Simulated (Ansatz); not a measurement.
Cu: pressure series

Start from Cu in the fcc (Cu type) structure (space group Fm-3m, No. 225).

```xyz
1
Lattice="0.0000 1.8144 1.8144 1.8144 0.0000 1.8144 1.8144 1.8144 0.0000" Properties=species:S:1:pos:R:3 pbc="T T T"
Cu     0.0000     0.0000     0.0000
```

Cell and atoms are relaxed at each pressure.

The values are results of Ansatz (a quantum-chemistry and plane-wave program), PBE, PAW, cutoff 420 eV, no spin-orbit coupling, earlier PAW set, not measurements.

| P (GPa) | V (Å³/atom) |
|---|---|
| -2.00 | 12.123 |
| -1.00 | 12.032 |
| 0.91 | 11.871 |
| 2.12 | 11.775 |
| 4.51 | 11.598 |
| 9.02 | 11.302 |
| 15.02 | 10.967 |
| 22.50 | 10.615 |
| 30.02 | 10.316 |

### Question
Fit a third-order Birch–Murnaghan equation of state.

### Answer
Least squares on P(V) = (3B₀/2)[(V₀/V)^(7/3) − (V₀/V)^(5/3)]·[1 + (3/4)(B₀′ − 4)((V₀/V)^(2/3) − 1)] gives V₀ = 11.95 Å³/atom, B₀ = 142 GPa and B₀′ = 5.0.

Measured bulk modulus of Cu: 144.3 GPa (static lattice; corrected from measurement; as listed in Daniel Mejia-Rodriguez, S. B. Trickey, Phys. Rev. B (2018)); the computed value is 2 % below it.

Load acts through the strain it causes; cell and atoms are relaxed under it. Whether these cells are dynamically stable was not tested. Competing high-pressure phases were not computed. The final runs are not spin-polarised.
